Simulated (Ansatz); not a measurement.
# C3H9OP: basis-set convergence

Aim: see how fast density functionals converge with the basis set for C3H9OP.

The runs use Ansatz 0.2.0, Gaussian basis; one geometry, several basis sets.

Plan: PBE0-D4/def2-SVP; ωB97M-V/def2-SVP; PBE0-D4/def2-QZVPP; ωB97M-V/def2-QZVPP; the functionals' def2-TZVPP values are taken from earlier runs.

## 1. The relaxed structure

All runs share one geometry, relaxed beforehand with PBE0-D4 in a triple-zeta def2 set.

SMILES `CP(C)(C)=O`, 14 atoms, charge 0, spin multiplicity 1.

Atoms are counted from 1 here; the program's logs count them from 0.

Bond lengths: C1–P2 1.808 Å, C1–H6 1.091 Å, C1–H7 1.092 Å, C1–H8 1.091 Å, P2–C3 1.808 Å, P2–C4 1.808 Å, P2–O5 1.479 Å, C3–H9 1.091 Å, C3–H10 1.091 Å, C3–H11 1.092 Å, C4–H12 1.092 Å, C4–H13 1.091 Å, C4–H14 1.091 Å. Angles: P2–C1–H6 108.8°, P2–C1–H7 112.1°, P2–C1–H8 108.8°, H6–C1–H7 109.4°, H6–C1–H8 108.3°, H7–C1–H8 109.4°, C1–P2–C3 104.8°, C1–P2–C4 104.8°, C1–P2–O5 113.8°, C3–P2–C4 104.8°, C3–P2–O5 113.8°, C4–P2–O5 113.8°, P2–C3–H9 108.8°, P2–C3–H10 108.8°, P2–C3–H11 112.1°, H9–C3–H10 108.3°, H9–C3–H11 109.4°, H10–C3–H11 109.4° and more.

## 2. PBE0-D4 in def2-SVP

Input file in.yaml:

```yaml
crystal:
  periodic: [false, false, false]
  atoms:
    - {symbol: C, position_ang: [-1.560186, 0.537903, 0.164438]}
    - {symbol: P, position_ang: [0.175805, 0.472417, -0.335207]}
    - {symbol: C, position_ang: [1.094996, 0.292275, 1.210828]}
    - {symbol: C, position_ang: [0.356821, -1.121392, -1.168630]}
    - {symbol: O, position_ang: [0.605444, 1.626970, -1.154434]}
    - {symbol: H, position_ang: [-1.726260, 1.450162, 0.740141]}
    - {symbol: H, position_ang: [-1.846665, -0.327282, 0.765603]}
    - {symbol: H, position_ang: [-2.182448, 0.578832, -0.731298]}
    - {symbol: H, position_ang: [0.971691, 1.201999, 1.801106]}
    - {symbol: H, position_ang: [2.154841, 0.174642, 0.978191]}
    - {symbol: H, position_ang: [0.754184, -0.566366, 1.792722]}
    - {symbol: H, position_ang: [0.032993, -1.952413, -0.538903]}
    - {symbol: H, position_ang: [1.405018, -1.259257, -1.439750]}
    - {symbol: H, position_ang: [-0.236226, -1.108503, -2.084797]}
basis:
  gaussian: {orbitals: def2-SVP}
hamiltonian: {xc: pbe0, dispersion: d4}
output: {orbitals: {seedname: orbitals}}
```

Run with:

```console
ansatz run in.yaml --threads 4 --pin off --events-out ev --progress --plain --max-ram 10444MiB
```

The runs that follow: ωB97M-V in def2-SVP; PBE0-D4 in def2-QZVPP; ωB97M-V in def2-QZVPP.

Before running them: what should the planned runs give, taken together? Wanted: PBE0-D4: double and triple zeta above quadruple; ωB97M-V: double and triple zeta above quadruple.

As calculated:

| quantity | value |
| --- | --- |
| PBE0-D4: double and triple zeta above quadruple | 10.63, 0.64 eV |
| ωB97M-V: double and triple zeta above quadruple | 10.97, 0.62 eV |

In words: PBE0-D4 gains 9.99 eV from double to triple zeta, then 0.64 eV more. These are total energies; as a rule much of such shifts cancels in differences, which this series doesn't test. The LUMO of ωB97M-V is positive and keeps falling with the basis (2.87 to 1.47 eV): an unbound level that the basis holds in place.
